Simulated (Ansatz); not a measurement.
Basis-set extrapolation for C2H4Cl2O, SMILES `COC(Cl)Cl` (PBE0-D4/def2-TZVP geometry, frozen core, Ansatz 0.2.0). Multiplicity 1, RHF reference.

```
                       def2-TZVPP    def2-QZVPP
                 HF  -1071.989643  -1072.022310
    MP2 correlation     -0.960086     -1.040883
CCSD(T) correlation     -1.050020       not run
```

Energies in hartree. Use E(X) = E(∞) + A·exp(−7.88·√X) for Hartree–Fock and E(X) = E(∞) + B·X^(−2.97) for correlation, with X = 3 and 4, and add CCSD(T) minus MP2 of the smaller set to the MP2 limit.

Q: What is the CCSD(T) energy at the basis-set limit?

A: HF limit: -1072.022310 + (-0.032667) × 0.13774 = -1072.02681. MP2 limit: -1.040883 + (-0.080797) × 0.74074 = -1.10073. Higher-order term: -1.050020 − (-0.960086) = -0.08993. Total: -1073.21747 hartree, 111.6 kcal/mol below CCSD(T)/def2-TZVPP.
